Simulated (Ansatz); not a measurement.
**BHCl2: one structure at several levels**

The atoms stand at a structure displaced at random from a GFN2-xTB minimum. How far do the functionals agree with CCSD(T) there?

Program: Ansatz 0.2.0, Gaussian basis. Level of theory: single points in def2-TZVPP. These are calculated values, not measurements.

Cores are frozen in the correlated methods.

**1. Where the work starts**

4 atoms, charge 0, spin multiplicity 1.

Atoms are counted from 1 here; the program's logs count them from 0.

Bond lengths: Cl1–B2 1.594 Å, B2–Cl3 1.560 Å, B2–H4 1.136 Å. Angles: Cl1–B2–Cl3 118.3°, Cl1–B2–H4 115.8°, Cl3–B2–H4 124.0°.

As a file:

```xyz
4
BCl2H
Cl   -1.3433   -0.5727    0.0730
B     0.0683    0.1676    0.0532
Cl    1.3055   -0.5836    0.6349
H     0.1379    1.0820   -0.6181
```

**2. CCSD(T)/def2-TZVPP**

The input, run/in.yaml:

```yaml
crystal:
  periodic: [false, false, false]
  atoms:
    - {symbol: Cl, position_ang: [-1.343300, -0.572700, 0.073000]}
    - {symbol: B, position_ang: [0.068300, 0.167600, 0.053200]}
    - {symbol: Cl, position_ang: [1.305500, -0.583600, 0.634900]}
    - {symbol: H, position_ang: [0.137900, 1.082000, -0.618100]}
basis:
  gaussian: {orbitals: def2-TZVPP}
correlation: {method: ccsd_t}
output: {forces: true}
```

No record of the launch command was kept for these runs.

**3. PBE0-D4/def2-TZVPP**

run/in.yaml, as its differences from that of step 2:

```diff
@@ -9,3 +9,3 @@
   gaussian: {orbitals: def2-TZVPP}
-correlation: {method: ccsd_t}
-output: {forces: true}
+hamiltonian: {xc: pbe0, dispersion: d4}
+output: {forces: true, orbitals: {seedname: orbitals}}
```

**4. wB97M-V/def2-TZVPP**

run/in.yaml, as its differences from that of step 3:

```diff
@@ -9,3 +9,3 @@
   gaussian: {orbitals: def2-TZVPP}
-hamiltonian: {xc: pbe0, dispersion: d4}
-output: {forces: true, orbitals: {seedname: orbitals}}
+hamiltonian: {xc: {name: wB97M-V}}
+output: {forces: true}
```

**5. r2SCAN-D4/def2-TZVPP**

run/in.yaml, as its differences from that of step 4:

```diff
@@ -9,3 +9,3 @@
   gaussian: {orbitals: def2-TZVPP}
-hamiltonian: {xc: {name: wB97M-V}}
+hamiltonian: {xc: r2scan, dispersion: d4}
 output: {forces: true}
```

**6. PBE-D4/def2-TZVPP**

run/in.yaml, as its differences from that of step 5:

```diff
@@ -9,3 +9,3 @@
   gaussian: {orbitals: def2-TZVPP}
-hamiltonian: {xc: r2scan, dispersion: d4}
+hamiltonian: {xc: pbe, dispersion: d4}
 output: {forces: true}
```

**7. wB97X-V/def2-TZVPP**

run/in.yaml, as its differences from that of step 6:

```diff
@@ -9,3 +9,3 @@
   gaussian: {orbitals: def2-TZVPP}
-hamiltonian: {xc: pbe, dispersion: d4}
+hamiltonian: {xc: {name: wB97X-V}}
 output: {forces: true}
```

**8. r2SCAN0-D4/def2-TZVPP**

run/in.yaml, as its differences from that of step 7:

```diff
@@ -9,3 +9,3 @@
   gaussian: {orbitals: def2-TZVPP}
-hamiltonian: {xc: {name: wB97X-V}}
+hamiltonian: {xc: {name: r2SCAN0}, dispersion: d4}
 output: {forces: true}
```

(Steps that only read results are left out.)

Before running it: what results should come out? Wanted: energy less free atoms, CCSD(T)/def2-TZVPP; RMS force component; RMS force error; HOMO and LUMO, PBE0-D4; T1 diagnostic.

**Answer**, as computed:

| quantity | value |
| --- | --- |
| energy less free atoms, CCSD(T)/def2-TZVPP | -278.7 kcal/mol |
| RMS force component | 3.025 to 3.223 eV/Å over the methods |
| RMS force error | PBE0-D4 0.207, wB97M-V 0.106, r2SCAN-D4 0.145, PBE-D4 0.171, wB97X-V 0.090, r2SCAN0-D4 0.193 eV/Å |
| HOMO and LUMO, PBE0-D4 | -8.97 and -1.17 eV |
| T1 diagnostic | 0.010 |

**Reading.** Against CCSD(T) the functionals' energies less atoms differ by -19.0 to -11.2 kcal/mol, PBE-D4 by -19.0 kcal/mol. A larger basis would deepen the CCSD(T) value, while the functionals are nearly converged already, so the order here is not reliable. For forces wB97X-V does best and PBE0-D4 worst. Frozen-core CCSD(T) forces in triple zeta carry basis errors of their own, and this is one geometry, so small gaps rank nothing.
